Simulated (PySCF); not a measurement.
1,5-hexadiyne, C6H6, SMILES C#CCCC#C, point group C2h.

Force field and properties: B3LYP/pcSseg-1 (PySCF, grid level 2). Vibrational terms come from second-order perturbation theory with semi-diagonal cubic constants, by steps of ±0.6 along the normal coordinates of each isotopologue. The parent has the commonest isotopes.

Equilibrium geometry (Å):

```
atom        x        y        z
  C1  -2.8468  -0.4937  -0.9597
  C2  -1.6760  -0.2372  -0.8703
  C3  -0.2553   0.0682  -0.7343
  C4   0.2561  -0.1121   0.7169
  C5   1.6768   0.1932   0.8530
  C6   2.8476   0.4497   0.9424
  H7  -3.8840  -0.7191  -1.0476
  H8   0.3252  -0.5766  -1.4052
  H9  -0.0681   1.0990  -1.0584
 H10  -0.3244   0.5326   1.3878
 H11   0.0689  -1.1429   1.0411
 H12   3.8848   0.6752   1.0303
```

**Question.** Give the equilibrium and ground-state rotational constants (MHz) of parent; ¹³C at 2.

**Answer.** 
| species | Ae | Be | Ce | A0 | B0 | C0 | Δ0 (u Å²) | harmonic ZPE (cm⁻¹) |
| --- | --- | --- | --- | --- | --- | --- | --- | --- |
| parent | 25357 | 1449.5 | 1394.6 | 25103 | 1444.7 | 1389.6 | -6.264 | 20687 |
| ¹³C at 2 | 25314 | 1435 | 1381.1 | 25061 | 1430.2 | 1376 | -6.263 | 20644 |

Δ0 = Ic − Ia − Ib from the ground-state constants.

**Question.** How is the parent's vibrational correction B0 − Be made up?

**Answer.** 
```tsv
axis	harmonic	Coriolis	cubic	total (MHz)
a	98.8	-94.3	-258	-254
b	0.845	-0.994	-4.68	-4.83
c	0.536	-0.728	-4.86	-5.05
```

**Question.** And its quartic centrifugal distortion constants from the harmonic force field?

**Answer.** Asymmetric top, A reduction, Ir representation: ΔJ = 0.129 kHz, ΔJK = -7.3 kHz, ΔK = 302 kHz, δJ = 0.0112 kHz, δK = 0.959 kHz.

A mode lies under 250 cm⁻¹, where this perturbation treatment is rough. Internal rotors are held in one well.
